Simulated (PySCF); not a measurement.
PySCF input (M06-L/def2-TZVPD):

```python
from pyscf import gto, scf, dft

mol = gto.M(
    atom='''
    C    -0.00000000   -0.00000000   -0.62165074
    C     0.00000000    0.00000000    0.62165074
    H     0.00000000    0.00000000    1.70119702
    H    -0.00000000   -0.00000000   -1.70119702
    ''',
    basis='def2-tzvpd',
    charge=1,
    spin=1,
    symmetry='D2h',
    verbose=4,
)

mf = dft.UKS(mol, xc='m06l').density_fit(auxbasis='def2-universal-jkfit')
mf.grids.level = 4
mf.conv_tol = 1e-9
mf.max_cycle = 100
mf.max_memory = 1500
mf.kernel()
if not mf.converged:
    mf = mf.newton()
    mf.kernel(mf.make_rdm1())
mf.analyze()
```

End of the output:

```
Extra cycle  E= -76.9407680126907  delta_E= -3.48e-12  |g|= 6.69e-07  |ddm|= 5.93e-05
converged SCF energy = -76.9407680126907  <S^2> = 0.75475223  2S+1 = 2.0047466
**** SCF Summaries ****
Total Energy =                         -76.940768012690711
Nuclear Repulsion Energy =              24.093930337324892
One-electron Energy =                 -145.718698588647243
Two-electron Energy =                   44.684000238631640
Two-electron Coulomb Energy =           55.867258991142805
DFT Exchange-Correlation Energy =      -11.183258752511167
HOMO-LUMO gap [eV] =                     1.840810136405336
Wave-function symmetry = B3u
alpha occupancy for each irrep:     Ag  B1g  B2g  B3g   Au  B1u  B2u  B3u
                                     3    0    0    0    0    2    1    1
beta  occupancy for each irrep:     Ag  B1g  B2g  B3g   Au  B1u  B2u  B3u
                                     3    0    0    0    0    2    1    0
**** MO energy ****
alpha MO #1 (Ag #1), energy= -10.4478967213804 occ= 1
alpha MO #2 (B1u #1), energy= -10.446418939501 occ= 1
alpha MO #3 (Ag #2), energy= -1.0871323191366 occ= 1
alpha MO #4 (B1u #2), energy= -0.857799316459737 occ= 1
alpha MO #5 (Ag #3), energy= -0.780037877553553 occ= 1
alpha MO #6 (B3u #1), energy= -0.645950425956694 occ= 1
alpha MO #7 (B2u #1), energy= -0.608807286988424 occ= 1
alpha MO #8 (B2g #1), energy= -0.355518336102431 occ= 0
alpha MO #9 (B3g #1), energy= -0.324341883328241 occ= 0
alpha MO #10 (B1u #3), energy= -0.211400698426708 occ= 0
alpha MO #11 (Ag #4), energy= -0.160663724145993 occ= 0
alpha MO #12 (Ag #5), energy= -0.147030463519394 occ= 0
alpha MO #13 (B1u #4), energy= -0.0939807804847312 occ= 0
alpha MO #14 (B3u #2), energy= -0.0570688042906794 occ= 0
alpha MO #15 (B2u #2), energy= -0.0470030971050891 occ= 0
alpha MO #16 (B2g #2), energy= -0.0234699525556298 occ= 0
alpha MO #17 (Ag #6), energy= -0.0161103147838588 occ= 0
alpha MO #18 (B1g #1), energy= -0.0144150882281289 occ= 0
alpha MO #19 (B3g #2), energy= -0.0109266664837703 occ= 0
alpha MO #20 (Ag #7), energy= 0.0411672391581031 occ= 0
alpha MO #21 (B1u #5), energy= 0.0442270941045813 occ= 0
alpha MO #22 (Ag #8), energy= 0.0628460007253942 occ= 0
alpha MO #23 (B3u #3), energy= 0.0864871570729352 occ= 0
alpha MO #24 (B2u #3), energy= 0.0974090726042345 occ= 0
alpha MO #25 (B1u #6), energy= 0.100473103954855 occ= 0
alpha MO #26 (Au #1), energy= 0.101777088078702 occ= 0
alpha MO #27 (B1u #7), energy= 0.129891375566643 occ= 0
alpha MO #28 (B2g #3), energy= 0.157130254951947 occ= 0
alpha MO #29 (B3g #3), energy= 0.166211033065381 occ= 0
alpha MO #30 (B3u #4), energy= 0.250681030616583 occ= 0
alpha MO #31 (B2u #4), energy= 0.259868221647982 occ= 0
alpha MO #32 (Ag #9), energy= 0.265659634666807 occ= 0
alpha MO #33 (B1u #8), energy= 0.306200696045433 occ= 0
alpha MO #34 (B2g #4), energy= 0.376349822032229 occ= 0
alpha MO #35 (Ag #10), energy= 0.377073272208584 occ= 0
alpha MO #36 (B3g #4), energy= 0.386575064498354 occ= 0
alpha MO #37 (B1u #9), energy= 0.422573805465223 occ= 0
alpha MO #38 (Ag #11), energy= 0.44098085054297 occ= 0
alpha MO #39 (B1g #2), energy= 0.442118632636832 occ= 0
alpha MO #40 (Ag #12), energy= 0.446686897157642 occ= 0
alpha MO #41 (B1u #10), energy= 0.530809616432759 occ= 0
alpha MO #42 (B3u #5), energy= 0.579599962003156 occ= 0
alpha MO #43 (B2u #5), energy= 0.60532882561816 occ= 0
alpha MO #44 (B1u #11), energy= 0.685628814774741 occ= 0
alpha MO #45 (Au #2), energy= 0.708119718014309 occ= 0
alpha MO #46 (B1u #12), energy= 0.709244837196845 occ= 0
alpha MO #47 (B2g #5), energy= 0.832355125635925 occ= 0
alpha MO #48 (B3g #5), energy= 0.849090405947682 occ= 0
alpha MO #49 (Ag #13), energy= 1.0991884012901 occ= 0
alpha MO #50 (B3u #6), energy= 1.11226708298469 occ= 0
alpha MO #51 (B2u #6), energy= 1.14947677178921 occ= 0
alpha MO #52 (B1u #13), energy= 1.3273421934191 occ= 0
alpha MO #53 (Ag #14), energy= 1.43579326518608 occ= 0
alpha MO #54 (B2g #6), energy= 1.51206454719821 occ= 0
alpha MO #55 (B3g #6), energy= 1.54543059742087 occ= 0
alpha MO #56 (B1u #14), energy= 1.57061827022353 occ= 0
alpha MO #57 (B3u #7), energy= 1.66046610742739 occ= 0
alpha MO #58 (B2u #7), energy= 1.67553679100425 occ= 0
alpha MO #59 (Ag #15), energy= 1.68909896617099 occ= 0
alpha MO #60 (B1u #15), energy= 2.02225867033086 occ= 0
alpha MO #61 (B2g #7), energy= 2.14921933986024 occ= 0
alpha MO #62 (B1g #3), energy= 2.1548282109632 occ= 0
alpha MO #63 (Ag #16), energy= 2.1554410210209 occ= 0
alpha MO #64 (B3g #7), energy= 2.16494436778707 occ= 0
alpha MO #65 (B2u #8), energy= 2.24108355340191 occ= 0
alpha MO #66 (B3u #8), energy= 2.24129723258029 occ= 0
alpha MO #67 (Ag #17), energy= 2.31318896085757 occ= 0
alpha MO #68 (B3u #9), energy= 2.43576844876868 occ= 0
alpha MO #69 (B2u #9), energy= 2.46797384552604 occ= 0
alpha MO #70 (B1u #16), energy= 2.5739283489948 occ= 0
alpha MO #71 (Ag #18), energy= 2.62815179665043 occ= 0
alpha MO #72 (B2g #8), energy= 2.64724775491279 occ= 0
alpha MO #73 (B3g #8), energy= 2.64735254127097 occ= 0
alpha MO #74 (B2g #9), energy= 2.71001414872586 occ= 0
alpha MO #75 (B3g #9), energy= 2.73590207259158 occ= 0
alpha MO #76 (B1g #4), energy= 2.75362898329606 occ= 0
alpha MO #77 (Ag #19), energy= 2.75540107905904 occ= 0
alpha MO #78 (Au #3), energy= 2.83954646704714 occ= 0
alpha MO #79 (B1u #17), energy= 2.83973306751433 occ= 0
alpha MO #80 (B1u #18), energy= 3.02388606951795 occ= 0
alpha MO #81 (B1u #19), energy= 3.27260577285775 occ= 0
alpha MO #82 (Au #4), energy= 3.27306362283598 occ= 0
alpha MO #83 (Ag #20), energy= 3.33224048202842 occ= 0
alpha MO #84 (B3u #10), energy= 3.51453387403938 occ= 0
alpha MO #85 (B2u #10), energy= 3.54974695099911 occ= 0
alpha MO #86 (B1u #20), energy= 4.19997193040322 occ= 0
alpha MO #87 (B2g #10), energy= 4.40075226914831 occ= 0
alpha MO #88 (B3g #10), energy= 4.43729119727899 occ= 0
alpha MO #89 (B1u #21), energy= 4.68194397393271 occ= 0
alpha MO #90 (Ag #21), energy= 4.95417108649764 occ= 0
alpha MO #91 (Ag #22), energy= 21.9396931311046 occ= 0
alpha MO #92 (B1u #22), energy= 22.4710129134428 occ= 0
beta  MO #1 (Ag #1), energy= -10.4399685268076 occ= 1
beta  MO #2 (B1u #1), energy= -10.4382222538633 occ= 1
beta  MO #3 (Ag #2), energy= -1.04575647476722 occ= 1
beta  MO #4 (B1u #2), energy= -0.834863859882542 occ= 1
beta  MO #5 (Ag #3), energy= -0.776071324702503 occ= 1
beta  MO #6 (B2u #1), energy= -0.59208924609368 occ= 1
beta  MO #7 (B3u #1), energy= -0.524440720764894 occ= 0
beta  MO #8 (B3g #1), energy= -0.317276940004283 occ= 0
beta  MO #9 (B2g #1), energy= -0.266306350469229 occ= 0
beta  MO #10 (B1u #3), energy= -0.192339904399798 occ= 0
[...]
```
